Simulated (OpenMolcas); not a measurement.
# One shape, several levels: CHFO (formyl fluoride)

Aim: a comparison of 6 runs (HF/STO-3G, B3LYP/6-31G*, BHLYP/def2-TZVPP, PBE/def2-TZVPP, revPBE/def2-TZVPP, MP2/def2-TZVPP) of CHFO (formyl fluoride). 

The results are computed with OpenMolcas 26.06.

## 1. Starting point

CHFO: 4 atoms, total charge 0, spin state singlet. As SMILES, `O=CF`. The coordinates come from a PBE0-D4/def2-TZVP relaxation.

Bond lengths: O1–C2 1.174 Å, C2–F3 1.336 Å, C2–H4 1.097 Å. Angles: O1–C2–F3 122.9°, O1–C2–H4 127.8°, F3–C2–H4 109.3°.

## 2. Energy and forces at HF/STO-3G (run 1)

Contents of mol.input:

```
&GATEWAY
 BasLib=$CurrDir
 Coord
 4
 angstrom
 O       -0.889340       0.201180       0.827740
 C       -0.046400       0.067520       0.021620
 F        0.585200      -1.091810      -0.181820
 H        0.350540       0.823120      -0.667550
 Basis=STO-3G
 Group=NoSym

&SEWARD

&SCF
 Thresholds=1e-10 1e-07 1e-07 1e-05
 PrOrbitals=1 2

&ALASKA
```

The basis set STO-3G is read from a file made from the Basis Set Exchange's data (not shown).

Run with:

```
export MOLCAS_MEM=1860
pymolcas mol.input > mol.log
```

What it wrote:

```text
--- Start Module: gateway ---
[...]
--- Stop Module: gateway /rc=_RC_ALL_IS_WELL_ ---
[...]
      Basis functions           16
[...]
--- Start Module: scf ---
[...]
       Convergence after  13 Iterations
[...]
::    Total SCF energy                               -209.8271434950
[...]
      Total spin, S                                     0.0000000000
[...]
      Total electronic charge=   24.000000
      Total            charge=   -0.000000
[...]
      Dipole Moment (debye):
      Origin of the operator (angstrom)=   -0.0690   -0.3309    0.1952
                   X=  7.7661E-01               Y=  6.5813E-01               Z= -1.0382E+00           Total=  1.4540E+00
      Quadrupole Moment (debye*angstrom):
[...]
--- Stop Module: scf /rc=_RC_ALL_IS_WELL_ ---
--- Start Module: alaska ---
[...]
 *              Molecular gradients               *
 **************************************************
  Irreducible representation: a
 ------------------------------------------------------------------------------------------
                              X                       Y                       Z
 ------------------------------------------------------------------------------------------
  O1                6.23749716077384E-02   -1.22417504061922E-02   -5.87614060055834E-02
  C2               -5.37166991941405E-02    3.03738036447143E-03    5.34435215869093E-02
  F3               -9.05460310436013E-03    2.19940793396383E-02    8.83928014824509E-04
  H4                3.96330690745295E-04   -1.27897092979277E-02    4.43395640385313E-03
 ------------------------------------------------------------------------------------------
--- Stop Module: alaska /rc=_RC_ALL_IS_WELL_ ---
[...]
```

Run time: 2.1 s. Hardware: 1 thread of Arm Neoverse V1, shared host; peak memory 0.37 GiB.

## 3. Energy and gradient at B3LYP/6-31G(d) (Cartesian functions) (run 2)

Contents of calc.input:

```
* CHFO Kohn-Sham DFT
>>> EXPORT MOLCAS_PRINT=2
&gateway
baslib
$CurrDir
coord
4
bohr
O     -1.68060903     0.38017510     1.56420190
C     -0.08768329     0.12759431     0.04085588
F      1.10586773    -2.06322188    -0.34359000
H      0.66242460     1.55547137    -1.26148667
basis
6-31Gs
group
NoSym
&seward
gridinput
Grid=UltraFine
End of Grid
&scf
ksdft
B3LYP
thresholds
1e-10 1e-07 1e-07 1e-05
prorbitals
1
&alaska
```

The basis set 6-31G* is read from a file made from the Basis Set Exchange's data (not shown).

Run with:

```
export MOLCAS_MEM=1860
pymolcas calc.input > calc.log
```

What it wrote:

```text
--- Start Module: gateway ---
[...]
--- Stop Module: gateway /rc=_RC_ALL_IS_WELL_ ---
[...]
      Basis functions           47
[...]
--- Start Module: scf ---
[...]
       Convergence after  14 Iterations
[...]
::    Total KS-DFT energy                            -213.7624815632
[...]
      Total spin, S                                     0.0000000000
[...]
      Total electronic charge=   24.000000
      Total            charge=   -0.000000
[...]
      Dipole Moment (debye):
      Origin of the operator (angstrom)=   -0.0690   -0.3309    0.1952
                   X=  1.0709E+00               Y=  8.5640E-01               Z= -1.4123E+00           Total=  1.9685E+00
      Quadrupole Moment (debye*angstrom):
[...]
--- Stop Module: scf /rc=_RC_ALL_IS_WELL_ ---
[...]
--- Start Module: alaska ---
[...]
 *              Molecular gradients               *
 **************************************************
  Irreducible representation: a
 ------------------------------------------------------------------------------------------
                              X                       Y                       Z
 ------------------------------------------------------------------------------------------
  O1                1.82789325180739E-02   -4.77857621545352E-03   -1.67696609058758E-02
  C2               -1.26643361500092E-02   -2.16743901008698E-03    1.36909193387940E-02
  F3               -5.45468562443840E-03    7.93022831334156E-03    2.54422259352172E-03
  H4               -1.59910743634972E-04   -9.84213087815711E-04    5.34518973602349E-04
 ------------------------------------------------------------------------------------------
--- Stop Module: alaska /rc=_RC_ALL_IS_WELL_ ---
[...]
```

Wall time 10 s (1 thread of Arm Neoverse V1, shared host); peak memory 0.38 GiB.

Runs 3 to 4 aren't shown in full; the table further down has their settings and results.

## 4. Energy and gradient at revPBE/def2-TZVPP (run 5)

Contents of input.xyz:

```xyz
4

O     -0.889340     0.201180     0.827740
C     -0.046400     0.067520     0.021620
F      0.585200    -1.091810    -0.181820
H      0.350540     0.823120    -0.667550
```

Contents of calc.inp:

```
>>> EXPORT MOLCAS_PRINT=2

&gateway
  baslib
  $CurrDir
  coord
  input.xyz
  basis
  def2-TZVPP
  group
  NoSym

&seward
  gridinput
  Grid=UltraFine
  End of Grid

&scf
  ksdft
  revPBE
  thresholds
  1e-10 1e-07 1e-07 1e-05
  prorbitals
  1 2

&alaska
```

The basis set def2-TZVPP is read from a file made from the Basis Set Exchange's data (not shown).

Run with:

```
export MOLCAS_MEM=1860
pymolcas calc.inp > calc.log
```

What it wrote:

```text
--- Start Module: gateway ---
[...]
--- Stop Module: gateway /rc=_RC_ALL_IS_WELL_ ---
[...]
      Basis functions          107
[...]
--- Start Module: scf ---
[...]
       Convergence after  15 Iterations
[...]
::    Total KS-DFT energy                            -213.8022906317
[...]
      Total spin, S                                     0.0000000000
[...]
      Total electronic charge=   24.000000
      Total            charge=   -0.000000
[...]
      Dipole Moment (debye):
      Origin of the operator (angstrom)=   -0.0690   -0.3309    0.1952
                   X=  1.0205E+00               Y=  8.8736E-01               Z= -1.3727E+00           Total=  1.9270E+00
      Quadrupole Moment (debye*angstrom):
[...]
--- Stop Module: scf /rc=_RC_ALL_IS_WELL_ ---
[...]
--- Start Module: alaska ---
[...]
 *              Molecular gradients               *
 **************************************************
  Irreducible representation: a
 ------------------------------------------------------------------------------------------
                              X                       Y                       Z
 ------------------------------------------------------------------------------------------
  O1                2.38322568917777E-02   -5.26641008738427E-03   -2.22289221156498E-02
  C2               -9.60771219079160E-03   -1.04081304897035E-02    1.37009909824375E-02
  F3               -1.19262573970476E-02    1.96631204086799E-02    4.68394960132557E-03
  H4               -2.29828730398030E-03   -3.98857983152201E-03    3.84398153189824E-03
 ------------------------------------------------------------------------------------------
--- Stop Module: alaska /rc=_RC_ALL_IS_WELL_ ---
[...]
```

Run time: 35 s. Hardware: 1 thread of Arm Neoverse V1, shared host; peak memory 0.62 GiB.

## 5. A single-point energy at MP2/def2-TZVPP (run 6)

Contents of calc.inp:

```
&GATEWAY
BasLib=$CurrDir
Coord
4
angstrom
O       -0.889340       0.201180       0.827740
C       -0.046400       0.067520       0.021620
F        0.585200      -1.091810      -0.181820
H        0.350540       0.823120      -0.667550
Basis=def2-TZVPP
Group=NoSym
&SEWARD
&SCF
Thresholds=1e-10 1e-07 1e-07 1e-05
PrOrbitals=1 2
&MBPT2
Frozen=3
```

The basis set def2-TZVPP is read from a file made from the Basis Set Exchange's data (not shown).

Run with:

```
export MOLCAS_MEM=1860
pymolcas calc.inp > calc.log
```

What it wrote:

```text
--- Start Module: gateway ---
[...]
--- Stop Module: gateway /rc=_RC_ALL_IS_WELL_ ---
[...]
      Basis functions          107
[...]
--- Start Module: scf ---
[...]
       Convergence after  14 Iterations
[...]
::    Total SCF energy                               -212.8439590469
[...]
      Total spin, S                                     0.0000000000
[...]
      Total electronic charge=   24.000000
      Total            charge=   -0.000000
[...]
      Dipole Moment (debye):
      Origin of the operator (angstrom)=   -0.0690   -0.3309    0.1952
                   X=  1.2497E+00               Y=  1.2098E+00               Z= -1.7276E+00           Total=  2.4516E+00
      Quadrupole Moment (debye*angstrom):
[...]
--- Stop Module: scf /rc=_RC_ALL_IS_WELL_ ---
[...]
--- Start Module: mbpt2 ---
[...]
WARNING!
Default frozen orbitals as non valence orbitals is overwritten by user input.
Default values:   3
[...]
       Reference weight ( Cref**2 )         =        0.87057
::    Total MBPT2 energy                             -213.4780420556
[...]
      Total MBPT2 calculations                           0.47      0.53
--- Stop Module: mbpt2 /rc=_RC_ALL_IS_WELL_ ---
[...]
```

Wall time 13 s (1 thread of Arm Neoverse V1, shared host); peak memory 0.62 GiB.

## 6. All runs side by side

| run | level | Cartesian functions | integration grid | energy (Eh) | dipole moment (D) of the reference | HOMO energy (eV) | LUMO energy (eV) | wall time |
| --- | --- | --- | --- | --- | --- | --- | --- | --- |
| 1 | HF/STO-3G | no | – | -209.827143 | 1.45 | -10.52 | 7.90 | 2.1 s |
| 2 | B3LYP/6-31G* (Cartesian functions) | yes | UltraFine | -213.762482 | 1.97 | -8.84 | -0.65 | 10 s |
| 3 | BHLYP/def2-TZVPP | no | UltraFine | -213.765564 | 2.25 | -11.25 | 0.36 | 41 s |
| 4 | PBE/def2-TZVPP | no | UltraFine | -213.649587 | 1.95 | -7.78 | -2.09 | 34 s |
| 5 | revPBE/def2-TZVPP | no | UltraFine | -213.802291 | 1.93 | -7.71 | -1.98 | 35 s |
| 6 | MP2/def2-TZVPP | no | – | -213.478042 | 2.45 | -13.96 | 3.49 | 13 s |

## 7. Outcome

| quantity | value |
| --- | --- |
| run 6: total energy | -213.47804 Eh |
| run 6: dipole moment (mean-field density) | 2.45 D |
| run 6: HOMO energy (Hartree–Fock orbitals) | -13.96 eV |
| run 6: LUMO energy (Hartree–Fock orbitals) | 3.49 eV |
| run 6: HOMO–LUMO gap (Hartree–Fock orbitals) | 17.46 eV |
| run 6: correlation energy (3 core orbitals frozen) | -634.1 mEh |

Over runs 1, 2, 3, 4, 5 the dipole moment (its size) runs from 1.45 D (HF/STO-3G) to 2.25 D (BHLYP/def2-TZVPP). The two ends differ in method and basis. Over runs 1, 2, 3, 4, 5 the HOMO–LUMO gap runs from 5.69 eV (PBE/def2-TZVPP) to 18.42 eV (HF/STO-3G). Totals of different functionals can't be ranked against each other. In run 1 the basis is minimal, so the values are rough. All runs together took 2.3 min, the longest 41 s.
